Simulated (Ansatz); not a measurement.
This Ansatz (a first-principles code) input (B2PLYP/pcseg-0) gives -174.20557 Eh with 18 basis functions. A basis named .json is the Basis Set Exchange file of that set (core-valence sets with the plain set on hydrogen).

Ansatz 0.2 input:
```yaml
crystal:
  periodic: [false, false, false]
  atoms:
    - {symbol: O, position_ang: [-0.00000000, -0.00000000, -0.71416636]}
    - {symbol: F, position_ang: [0.00000000, 0.00000000, 0.63481454]}
basis:
  gaussian:
    orbitals: pcseg-0.json
hamiltonian:
  xc: {name: B2PLYP}
magnetization: {spin_polarized: true, initial_magnetization: 1}
correlation: {electrons: outside_noble_gas}
```

Change:
```diff
- orbitals: pcseg-0.json
+ orbitals: def2-TZVPD
```

### Question
What does the run give now?

### Answer
-174.85559 Eh (B2PLYP/def2-TZVPD, 80 functions), a change of -650.02 mEh.
